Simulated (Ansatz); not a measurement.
Ansatz (a quantum-chemistry and plane-wave program) input (B3LYP-D3(BJ)/def2-TZVP):

Ansatz 0.2 input:
```yaml
crystal:
  periodic: [false, false, false]
  atoms:
    - {symbol: O, position_ang: [-1.05073224, -0.47616366, -0.00735618]}
    - {symbol: C, position_ang: [-0.07562986, 0.30382496, 0.00787443]}
    - {symbol: O, position_ang: [1.15136738, 0.07188593, -0.00312174]}
    - {symbol: H, position_ang: [-0.35130198, 1.41127208, 0.03657684]}
basis:
  gaussian:
    orbitals: def2-TZVP
hamiltonian:
  xc: b3lyp
  dispersion: d3bj
total_charge: -1
phonons: {temperatures: {t_min: 298.15, t_max: 298.15, t_step: 100}}
```

Output:

```
Functional definition: B3LYP
integrals: 0.02 GiB planned
526 factors; their error is unknown
mean field: 0.22 GiB planned
mean field evaluation 1: about -5150.0189 eV, gradient 2.1e1 eV
mean field evaluation 2: about -5148.6977 eV, gradient 3.6e1 eV
mean field evaluation 4: about -5150.7544 eV, gradient 3.4e-1 eV
mean field evaluation 8: about -5150.7606 eV, gradient 3.4e-3 eV
mean field evaluation 16: about -5150.7606 eV, gradient 9.9e-6 eV
mean field -5150.76063232 eV, -189.2869619267 hartree, gradient 9.9e-6 eV, S^2 0.000000; 0 other end points of the search recorded, 0 dependent functions left out
the calculation of the forces begins
reference -5150.76079578 eV, -189.2869679339 hartree; 12, 12 occupied and 87, 87 virtual orbitals, 526 factors
these checks for a lower state are left out or cut short: stability, starts, cluster_reference, orbital_swaps, neighbouring_geometries, increment
integrals: 0.02 GiB planned
526 factors; their error is unknown
mean field: 0.22 GiB planned
mean field -5150.76053585 eV, -189.2869583815 hartree, gradient 1.4e-6 eV, S^2 0.000000; 0 other end points of the search recorded, 0 dependent functions left out
the calculation of the forces begins
reference -5150.76069935 eV, -189.2869643902 hartree; 12, 12 occupied and 87, 87 virtual orbitals, 526 factors
these checks for a lower state are left out or cut short: stability, starts, cluster_reference, orbital_swaps, neighbouring_geometries, increment
integrals: 0.02 GiB planned
526 factors; their error is unknown
mean field: 0.22 GiB planned
mean field evaluation 32: about -5150.7605 eV, gradient 1.1e-6 eV
mean field -5150.76054333 eV, -189.2869586564 hartree, gradient 1.1e-6 eV, S^2 0.000000; 0 other end points of the search recorded, 0 dependent functions left out
the calculation of the forces begins
reference -5150.76070676 eV, -189.2869646623 hartree; 12, 12 occupied and 87, 87 virtual orbitals, 526 factors
these checks for a lower state are left out or cut short: stability, starts, cluster_reference, orbital_swaps, neighbouring_geometries, increment
integrals: 0.02 GiB planned
526 factors; their error is unknown
mean field: 0.22 GiB planned
mean field -5150.76055834 eV, -189.2869592080 hartree, gradient 1.2e-6 eV, S^2 0.000000; 0 other end points of the search recorded, 0 dependent functions left out
the calculation of the forces begins
reference -5150.76072180 eV, -189.2869652153 hartree; 12, 12 occupied and 87, 87 virtual orbitals, 526 factors
these checks for a lower state are left out or cut short: stability, starts, cluster_reference, orbital_swaps, neighbouring_geometries, increment
integrals: 0.02 GiB planned
526 factors; their error is unknown
mean field: 0.22 GiB planned
mean field -5150.76056768 eV, -189.2869595513 hartree, gradient 1.2e-6 eV, S^2 0.000000; 0 other end points of the search recorded, 0 dependent functions left out
the calculation of the forces begins
reference -5150.76073114 eV, -189.2869655586 hartree; 12, 12 occupied and 87, 87 virtual orbitals, 526 factors
these checks for a lower state are left out or cut short: stability, starts, cluster_reference, orbital_swaps, neighbouring_geometries, increment
integrals: 0.02 GiB planned
526 factors; their error is unknown
mean field: 0.22 GiB planned
mean field -5150.76046005 eV, -189.2869555961 hartree, gradient 1.2e-6 eV, S^2 0.000000; 0 other end points of the search recorded, 0 dependent functions left out
the calculation of the forces begins
reference -5150.76062362 eV, -189.2869616069 hartree; 12, 12 occupied and 87, 87 virtual orbitals, 526 factors
these checks for a lower state are left out or cut short: stability, starts, cluster_reference, orbital_swaps, neighbouring_geometries, increment
integrals: 0.02 GiB planned
526 factors; their error is unknown
mean field: 0.22 GiB planned
mean field -5150.76046319 eV, -189.2869557115 hartree, gradient 1.2e-6 eV, S^2 0.000000; 0 other end points of the search recorded, 0 dependent functions left out
the calculation of the forces begins
reference -5150.76062656 eV, -189.2869617153 hartree; 12, 12 occupied and 87, 87 virtual orbitals, 526 factors
these checks for a lower state are left out or cut short: stability, starts, cluster_reference, orbital_swaps, neighbouring_geometries, increment
integrals: 0.02 GiB planned
526 factors; their error is unknown
mean field: 0.22 GiB planned
mean field evaluation 64: about -5150.7606 eV, gradient 8.6e-5 eV
mean field -5150.76059875 eV, -189.2869606931 hartree, gradient 1.3e-6 eV, S^2 0.000000; 0 other end points of the search recorded, 0 dependent functions left out
the calculation of the forces begins
reference -5150.76076216 eV, -189.2869666984 hartree; 12, 12 occupied and 87, 87 virtual orbitals, 526 factors
these checks for a lower state are left out or cut short: stability, starts, cluster_reference, orbital_swaps, neighbouring_geometries, increment
integrals: 0.02 GiB planned
526 factors; their error is unknown
mean field: 0.22 GiB planned
mean field -5150.76060071 eV, -189.2869607651 hartree, gradient 1.2e-6 eV, S^2 0.000000; 0 other end points of the search recorded, 0 dependent functions left out
the calculation of the forces begins
reference -5150.76076423 eV, -189.2869667743 hartree; 12, 12 occupied and 87, 87 virtual orbitals, 526 factors
Total energy: -5150.82526200 eV, -189.2893370238 hartree
Atom 0 at    -1.050732    -0.476164    -0.007356 Å, force    -0.000000     0.000018     0.000000 eV/Å
Atom 1 at    -0.075630     0.303825     0.007874 Å, force     0.000017    -0.000068    -0.000002 eV/Å
Atom 2 at     1.151367     0.071886    -0.003122 Å, force    -0.000008     0.000016     0.000000 eV/Å
Atom 3 at    -0.351302     1.411272     0.036577 Å, force    -0.000009     0.000035     0.000001 eV/Å
Dipole moment:    -0.061232     0.245985     0.006375 e Å
Vibrations: 754.91 1055.21 1347.28 1385.44 1690.13 2528.56 cm⁻¹, zero-point energy 0.543146 eV
```

It need not be the lowest isomer of its formula. Whether it binds its extra electron was not tested at this geometry.
